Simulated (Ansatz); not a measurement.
# CH3Cl (triplet): wave-function methods side by side at distance Cl1–H2 along a hydrogen transfer = 1.279 Å, cc-pVDZ

Aim: climb from Hartree-Fock through coupled cluster and multireference methods for CH3Cl (triplet) at one geometry and basis, and see what each rung misses.

Program: Ansatz 0.2.0, Gaussian basis. Level of theory: cc-pVDZ, core rule «outside noble gas», up to 6 orbitals frozen. These are calculated values, not measurements.

Plan: UHF; CCSD(T) on ROHF; CCSD(T) on UHF; BCCD(T) on ROHF; CISD; CCSDT(Q) on ROHF; CCSDT(Q) on UHF; CASSCF and MRCISD+Q, 4 electrons in 4 orbitals; CASSCF and NEVPT2, 4 electrons in 4 orbitals; CASSCF and MRCISD+Q, 14 electrons in 11 orbitals; CASSCF and NEVPT2, 14 electrons in 11 orbitals.

11 further runs of the same task are left out: 1 for a mislabelled method, 8 that didn't finish, 2 set aside as unsound or not needed.

## 1. What is computed

The geometry derives from fragments relaxed apart (PBE0/def2-TZVP) and kept rigid, so it is no stationary point. A hydrogen atom is moved between rigid fragments.

5 atoms, charge 0, spin multiplicity 3.

Atoms are counted from 1 here; the program's logs count them from 0.

Bond lengths: Cl1–H2 1.279 Å, C3–H4 1.079 Å, C3–H5 1.079 Å. Angles: H4–C3–H5 134.8°.

As a file:

| atom | x (Å) | y (Å) | z (Å) |
| --- | --- | --- | --- |
| Cl1 | -0.78109 | 0.00000 | 0.00000 |
| H2 | 0.49771 | 0.00000 | 0.00000 |
| C3 | 1.87891 | 0.00000 | 0.00000 |
| H4 | 2.29338 | 0.00000 | 0.99616 |
| H5 | 2.29338 | 0.00000 | -0.99616 |

## 2. UHF

File in.yaml:

```yaml
crystal:
  periodic: [false, false, false]
  atoms:
    - {symbol: Cl, position_ang: [-0.781088, 0.000000, 0.000000]}
    - {symbol: H, position_ang: [0.497712, 0.000000, 0.000000]}
    - {symbol: C, position_ang: [1.878912, 0.000000, 0.000000]}
    - {symbol: H, position_ang: [2.293380, 0.000000, 0.996161]}
    - {symbol: H, position_ang: [2.293380, 0.000000, -0.996161]}
basis:
  gaussian: {orbitals: cc-pVDZ}
magnetization: {spin_polarized: true, initial_magnetization: 2}
hamiltonian: {xc: hf}
output: {orbitals: {seedname: orbitals}}
```

The run is started by

```
$ ansatz run in.yaml --threads 1 --pin off --events-out ev --progress --plain --max-ram 2393MiB
```

After this run come: CCSD(T) on ROHF; CCSD(T) on UHF; BCCD(T) on ROHF; CISD; CCSDT(Q) on ROHF; CCSDT(Q) on UHF; CASSCF and MRCISD+Q, 4 electrons in 4 orbitals; CASSCF and NEVPT2, 4 electrons in 4 orbitals; CASSCF and MRCISD+Q, 14 electrons in 11 orbitals; CASSCF and NEVPT2, 14 electrons in 11 orbitals.

**Question.** What will the summary of the whole plan be? Wanted: UCCSDT(Q) below the RHF energy; RMP2 from UCCSDT(Q); UMP2 from UCCSDT(Q); RCCSD from UCCSDT(Q); RCCSD(T) from UCCSDT(Q); UCCSD(T) from UCCSDT(Q); RCCSDT(Q) from UCCSDT(Q); NEVPT2 pair from UCCSDT(Q); MRCISD+Q pair from UCCSDT(Q).

As calculated:

| quantity | value |
| --- | --- |
| UCCSDT(Q) below the RHF energy | -8.2605 eV |
| RMP2 from UCCSDT(Q) | +110.1 kJ/mol |
| UMP2 from UCCSDT(Q) | +110.4 kJ/mol |
| RCCSD from UCCSDT(Q) | +17.9 kJ/mol |
| RCCSD(T) from UCCSDT(Q) | +3.0 kJ/mol |
| UCCSD(T) from UCCSDT(Q) | +3.0 kJ/mol |
| RCCSDT(Q) from UCCSDT(Q) | +0.1 kJ/mol |
| NEVPT2 pair from UCCSDT(Q) | +110.6 kJ/mol |
| MRCISD+Q pair from UCCSDT(Q) | +6.7 kJ/mol |
| NEVPT2 valence from UCCSDT(Q) | +135.4 kJ/mol |
| levels within 1 kcal/mol (43 meV) | RCCSD(T), UCCSD(T), BCCD(T), RCCSDT, UCCSDT, RCCSDT(Q) |
| T1 diagnostic | 0.021 |
| effectively unpaired electrons | 2.01 |

**Reading.** RCCSD(T) misses by +3.0 kJ/mol, 0.4 % of the correlation energy. One determinant dominates. Of the multireference levels listed MRCISD+Q valence comes nearest in total energy (+4.4 kJ/mol), which doesn't show that its space is the better one. These misses are within one basis, not against nature; the frozen cores of restricted and unrestricted runs differ, which can shift their rows.
